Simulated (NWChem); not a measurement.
# CH6NSi (SMILES [CH2]N[SiH3]) at 3 levels

Aim: a comparison of 3 runs (UHF/STO-3G, UHF/3-21G, UB3LYP/6-31G*) of CH6NSi. 

The calculation is run with NWChem 7.3.0.

## Step 1: The system as given

CH6NSi has 9 atoms, charge 0, and is taken as a doublet. As SMILES, `[CH2]N[SiH3]`. Geometry: relaxed at GFN2-xTB. This is one conformer, not always the lowest.

Bond lengths: C1–N2 1.368 Å, N2–Si3 1.731 Å, C1–H4 1.070 Å, C1–H5 1.071 Å, N2–H6 1.008 Å, Si3–H7 1.470 Å, Si3–H8 1.467 Å, Si3–H9 1.460 Å. Some angles: C1–N2–Si3 126.9°, C1–N2–H6 113.3°, Si3–N2–H6 119.3°, N2–C1–H4 118.1°, N2–C1–H5 119.8°, N2–Si3–H7 112.1°, N2–Si3–H8 108.6°, N2–Si3–H9 102.8°, H4–C1–H5 120.7°, H7–Si3–H8 108.0°.

## Step 2: Energy and forces at UHF/STO-3G (run 1)

ch6nsi.nw

```
start ch6nsi
memory total 2200 mb

geometry units angstroms noautosym nocenter noautoz
  C    -0.572240    0.819090   -1.161040
  N    -0.208960    0.580180    0.135890
  Si    0.533850   -0.852860    0.760320
  H    -0.538020    0.003410   -1.852500
  H    -1.077700    1.729160   -1.412520
  H    -0.295640    1.389850    0.730250
  H     1.839910   -1.114670    0.138350
  H    -0.340790   -1.996510    0.476590
  H     0.659610   -0.557650    2.184680
end

basis spherical bse
  * library STO-3G
end

scf
  doublet
  uhf
  thresh 1e-08
  maxiter 80
  print low
end

task scf gradient
```

Run with:

```sh
$ nwchem ch6nsi.nw > ch6nsi.out
```

The program printed:

```text
[...]
  functions       =    25
[...]
  wavefunction    = UHF
[...]
         Total SCF energy =   -380.190143215181
      One electron energy =   -743.764576652661
      Two electron energy =    254.151091711087
 Nuclear repulsion energy =    109.423341726393
                       Sz =      0.5000
                 Sz(Sz+1) =      0.7500
                      S^2 =      0.7596
[...]
                         UHF ENERGY GRADIENTS
    atom               coordinates                        gradient
                 x          y          z           x          y          z
   1 C      -1.081377   1.547856  -2.194047    0.002476  -0.007079   0.043351
   2 N      -0.394877   1.096381   0.256795   -0.011785   0.011779  -0.043032
   3 Si      1.008830  -1.611672   1.436796   -0.003702   0.009489  -0.002952
   4 H      -1.016710   0.006444  -3.500717    0.003647   0.005274   0.007974
   5 H      -2.036558   3.267639  -2.669276    0.005818  -0.004472   0.002801
   6 H      -0.558679   2.626436   1.379972   -0.001000  -0.005283  -0.007184
   7 H       3.476926  -2.106421   0.261444    0.020476  -0.004805  -0.011949
   8 H      -0.644000  -3.772857   0.900625   -0.014958  -0.016482  -0.007896
   9 H       1.246482  -1.053806   4.128447   -0.000972   0.011578   0.018885
 Task  times  cpu:        1.1s     wall:        1.1s
[...]
```

Run time: 1.6 s. Hardware: 1 thread of AMD EPYC 9R45 (Zen 5), shared host; peak memory 0.1 GiB.

## Step 3: Energy and gradient at UHF/3-21G (run 2)

ch6nsi.xyz

```xyz
9

C     -0.572240     0.819090    -1.161040
N     -0.208960     0.580180     0.135890
Si     0.533850    -0.852860     0.760320
H     -0.538020     0.003410    -1.852500
H     -1.077700     1.729160    -1.412520
H     -0.295640     1.389850     0.730250
H      1.839910    -1.114670     0.138350
H     -0.340790    -1.996510     0.476590
H      0.659610    -0.557650     2.184680
```

run.py

```python
from ase.io import read
from ase.calculators.nwchem import NWChem

atoms = read('ch6nsi.xyz')

calc = NWChem(
    label='ch6nsi',
    theory='scf',
    memory='2200 mb',
    basis='3-21G',
    basispar='spherical bse',
    scf={'nopen': '1', 'uhf': None, 'thresh': '1e-08', 'maxiter': '80'},
)
atoms.calc = calc

forces = atoms.get_forces()
print("Total energy (eV):", round(atoms.get_potential_energy(), 6))
print("forces (eV/A):")
for s, f in zip(atoms.symbols, forces):
    print(f"{s:2s} {f[0]:10.5f} {f[1]:10.5f} {f[2]:10.5f}")
```

Run with:

```sh
$ export ASE_NWCHEM_COMMAND="nwchem PREFIX.nwi > PREFIX.nwo"
$ python run.py
```

The program printed:

```text
Total energy (eV): -10412.008441
forces (eV/A):
C    -0.32108    0.17093   -1.68803
N     0.07904    1.11550    1.40197
Si   -0.11066    0.03445   -0.20384
H    -0.11950    0.01126   -0.15967
H    -0.04566   -0.06016   -0.02458
H     0.05826   -0.40757   -0.00288
H     0.40536   -0.16681    0.00499
H    -0.12089   -0.47103    0.12105
H     0.17509   -0.22667    0.55104
```

The calculator wrote ch6nsi.nwi:

```
title "ch6nsi"

permanent_dir ch6nsi

scratch_dir ch6nsi

start ch6nsi

geometry units angstrom nocenter noautosym noautoz
  C  -5.7223999999999997e-01 8.1908999999999998e-01 -1.1610400000000001e+00
  N  -2.0896000000000001e-01 5.8018000000000003e-01 1.3589000000000001e-01
  Si 5.3385000000000005e-01 -8.5285999999999995e-01 7.6032000000000000e-01
  H  -5.3802000000000005e-01 3.4099999999999998e-03 -1.8525000000000000e+00
  H  -1.0777000000000001e+00 1.7291600000000000e+00 -1.4125200000000000e+00
  H  -2.9564000000000001e-01 1.3898500000000000e+00 7.3024999999999995e-01
  H  1.8399099999999999e+00 -1.1146700000000000e+00 1.3835000000000000e-01
  H  -3.4078999999999998e-01 -1.9965100000000000e+00 4.7659000000000001e-01
  H  6.5961000000000003e-01 -5.5764999999999998e-01 2.1846800000000002e+00
end

memory 2200 mb

basis spherical bse noprint
   * library 3-21G
end

scf
  nopen 1
  uhf
  thresh 1e-08
  maxiter 80
end

task scf gradient
```

ch6nsi.nwo:

```text
Northwest Computational Chemistry Package (NWChem) 7.3.0
             --------------------------------------------------------

           Job information
           ---------------

    nwchem branch   = 7.3.0
    use scalapack   = T
    input           = ch6nsi.nwi
    prefix          = ch6nsi.
    data base       = ch6nsi/ch6nsi.db
    status          = startup
    nproc           =        1

           Memory information
           ------------------

    heap     =     72089596 doubles =      550.0 Mbytes
    stack    =     72089601 doubles =      550.0 Mbytes
    global   =    144179200 doubles =     1100.0 Mbytes (distinct from heap & stack)
    total    =    288358397 doubles =     2200.0 Mbytes
    verify   = yes
    hardfail = no

[... 38 lines left out ...]
            Nuclear Dipole moment (a.u.)
[... 87 lines left out ...]
 1-e energy   =    -742.647370
[... 7 lines left out ...]
         Quadratically convergent UHF
[... 14 lines left out ...]
       Final UHF  results
[... 3 lines left out ...]
      One electron energy =   -744.526017106713
[... 1 line left out ...]
 Nuclear repulsion energy =    109.423341726392
[... 39 lines left out ...]
          Final beta eigenvalues
[... 210 lines left out ...]
                     UHF Final Beta Molecular Orbital Analysis
[... 243 lines left out ...]
                         UHF ENERGY GRADIENTS

    atom               coordinates                        gradient
                 x          y          z           x          y          z
   1 C      -1.081377   1.547856  -2.194047    0.006244  -0.003324   0.032827
   2 N      -0.394877   1.096381   0.256795   -0.001537  -0.021693  -0.027264
   3 Si      1.008830  -1.611672   1.436796    0.002152  -0.000670   0.003964
[... 5 lines of this table left out ...]
   9 H       1.246482  -1.053806   4.128447   -0.003405   0.004408  -0.010716

                 ----------------------------------------
                 |  Time  |  1-e(secs)   |  2-e(secs)   |
                 ----------------------------------------
                 |  CPU   |       0.00   |       0.24   |
                 ----------------------------------------
                 |  WALL  |       0.00   |       0.24   |
                 ----------------------------------------

 Task  times  cpu:        1.4s     wall:        1.4s
 Total times  cpu:        1.4s     wall:        1.4s
```

Wall time 2.2 s (1 thread of AMD EPYC 9R45 (Zen 5), shared host); peak memory 0.1 GiB.

## Step 4: Energy and gradient at UB3LYP/6-31G(d) (Cartesian functions) (run 3)

ch6nsi.nw

```
start ch6nsi
memory stack 880 mb heap 220 mb global 1100 mb

geometry units angstrom noautosym nocenter noautoz
  C    -0.572240    0.819090   -1.161040
  N    -0.208960    0.580180    0.135890
  Si    0.533850   -0.852860    0.760320
  H    -0.538020    0.003410   -1.852500
  H    -1.077700    1.729160   -1.412520
  H    -0.295640    1.389850    0.730250
  H     1.839910   -1.114670    0.138350
  H    -0.340790   -1.996510    0.476590
  H     0.659610   -0.557650    2.184680
end

basis
  * library 6-31G*
end

dft
  xc b3lyp
  mult 2
  grid xfine
  convergence energy 1e-08
  iterations 100
  mulliken
  print low
end

task dft gradient
```

Run with:

```sh
$ nwchem ch6nsi.nw > ch6nsi.out
```

The program printed:

```text
[...]
 d= 0,ls=0.0,diis     1   -385.8713508568 -4.95D+02  5.21D-03  8.64D-02     2.7
[...]
 d= 0,ls=0.0,diis    10   -385.9063425330 -9.88D-09  8.53D-07  1.75D-09    24.6
[...]
         Total DFT energy =     -385.906342533030
      One electron energy =     -747.506620753862
           Coulomb energy =      287.732317682732
    Exchange-Corr. energy =      -35.555381188293
 Nuclear repulsion energy =      109.423341726393
[...]
      Total Density - Mulliken Population Analysis
     ---------------------------------------------
    Atom       Charge   Shell Charges
 -----------   ------   -------------------------------------------------------
    1 C    6     6.24   1.99  0.69  2.06  0.53  0.95  0.03
    2 N    7     7.61   1.99  0.77  2.56  0.78  1.48  0.02
    3 Si  14    13.53   2.00  1.99  5.96  1.01  1.87  0.21  0.30  0.19
    4 H    1     0.86   0.53  0.32
    5 H    1     0.86   0.53  0.33
    6 H    1     0.67   0.51  0.16
    7 H    1     1.08   0.52  0.56
    8 H    1     1.08   0.52  0.56
    9 H    1     1.08   0.52  0.56
[...]
      <S2> =      0.7531 (Exact =     0.7500)
                         DFT ENERGY GRADIENTS
    atom               coordinates                        gradient
                 x          y          z           x          y          z
   1 C      -1.081377   1.547856  -2.194047    0.000170  -0.001564   0.015009
   2 N      -0.394877   1.096381   0.256795   -0.000465  -0.005342  -0.013118
   3 Si      1.008830  -1.611672   1.436796    0.003496  -0.006564   0.003758
   4 H      -1.016710   0.006444  -3.500717    0.001106   0.006388   0.007207
   5 H      -2.036558   3.267639  -2.669276    0.004302  -0.006268   0.001808
   6 H      -0.558679   2.626436   1.379972   -0.001221  -0.000838  -0.005265
   7 H       3.476926  -2.106421   0.261444   -0.007590   0.003220   0.001371
   8 H      -0.644000  -3.772857   0.900625    0.002853   0.008355  -0.000593
   9 H       1.246482  -1.053806   4.128447   -0.002650   0.002612  -0.010178
 Task  times  cpu:       28.7s     wall:       28.7s
[...]
```

Run time: 29 s. Hardware: 1 thread of AMD EPYC 9R45 (Zen 5), shared host; peak memory 0.14 GiB.

## Step 5: Overview of the runs

```tsv
run	level	Cartesian functions	iteration cap	energy (Eh)	⟨S²⟩	largest force (eV/Å)	wall time
1	UHF/STO-3G	no	80	-380.190143	0.760	2.373	1.6 s
2	UHF/3-21G	no	80	-382.634256	0.760	1.793	2.2 s
3	UB3LYP/6-31G* (Cartesian functions)	yes	100	-385.906343	0.753	0.776	29 s
```

## Step 6: Summary of results

| quantity | value |
| --- | --- |
| run 3: total energy | -385.90634 Eh |
| run 3: ⟨S²⟩ | 0.753 |
| run 3: largest force on an atom | 0.776 eV/Å |

What this shows: In run 1 the basis is minimal, so the values are rough. All runs together took 33 s, the longest 29 s.
